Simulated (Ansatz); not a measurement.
# C2H2 + Cl: molecular dynamics

The plan is to follow the two partners and see whether they stay together, part or react. The start is relaxed first. Runs: 500 steps of 0.5 fs under a Langevin thermostat, set from 50 K to 10 K by a schedule. SMILES of the start: [Cl-].C#C.

All numbers below are computed with Ansatz 0.2.0 (RHF/cc-pVDZ).

**1. The starting structure**

Bond lengths: C2–C3 1.196 Å, C2–H4 1.052 Å, C3–H5 1.063 Å. Angles: C2–C3–H5 179.4°, C3–C2–H4 179.2°.

As a file:

```xyz
5

Cl   -1.5234    0.1437   -2.7646
C     0.6885   -0.0795    1.2051
C     0.0749    0.0135    0.1830
H     1.2205   -0.1731    2.1081
H    -0.4605    0.0955   -0.7316
```

**2. Preparing the start**

Input file input.yaml:

```yaml
crystal:
  periodic: [false, false, false]
  atoms:
    - { symbol: Cl, position_ang: [-1.5234, 0.1437, -2.7646] }
    - { symbol: C, position_ang: [0.6885, -0.0795, 1.2051] }
    - { symbol: C, position_ang: [0.0749, 0.0135, 0.183] }
    - { symbol: H, position_ang: [1.2205, -0.1731, 2.1081] }
    - { symbol: H, position_ang: [-0.4605, 0.0955, -0.7316] }
total_charge: -1
basis:
  gaussian: { orbitals: cc-pVDZ }
hamiltonian:
  xc: hf
relax:
  f_tol: 0.02
  max_steps: 40
scf:
  lower_state_search: "off"
output:
  orbitals: {}
```

Started as:

```sh
ansatz run input.yaml --threads 1 --pin off --max-ram 2048MiB --backend cpu --events-out ev --progress --plain --runs-dir out
```

After this run come: Dynamics.

What does the calculation give? Wanted: relaxation of the start; temperature, first and last step; temperature, second half; potential energy, second half; bonds formed or broken.

**Answer**, as computed:

| quantity | value |
| --- | --- |
| relaxation of the start | 4 moves, 0.021 eV lower |
| length | 500 steps of 0.5 fs |
| temperature, first and last step | 40 and 7 K |
| temperature, second half | mean 27 K, from 5 to 69 K |
| potential energy, second half | +3 meV/atom from the start |
| bonds formed or broken | 0 |

In words: Under a schedule from 50 to 10 K over 250 fs, the atoms average 15 K over the last tenth of the run. The bonds all hold. The partners' closest contact goes from 2.37 to 2.40 Å: they stay in touch over this short run. Averages from a run of 250 fs with 5 atoms are rough. The nuclei move classically, without zero-point motion, which matters most for hydrogen.
